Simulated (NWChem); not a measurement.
Correlation energy of N

```
N
```
Charge 0, spin multiplicity 4.

Everything below was run with NWChem.

Basis set: cc-pVTZ. Each correlation energy counts from its own Hartree-Fock reference.

The correlated methods keep 1 core orbital frozen. The stability of the SCF solutions was not checked. Open-shell Hartree-Fock references start from PBE0 orbitals. No row is a measurement; the coupled-cluster row has its own basis-set and correlation limits.

Task: For the correlation energy, URI-MP2 gives -95.9 mHa and UMP2 gives -95.9 mHa. What do SCS-UMP2, CCSD on ROHF, CCSD[T] on ROHF give?

Result: SCS-UMP2: -89.7 mHa; CCSD on ROHF: -114.8 mHa; CCSD[T] on ROHF: -117.4 mHa.
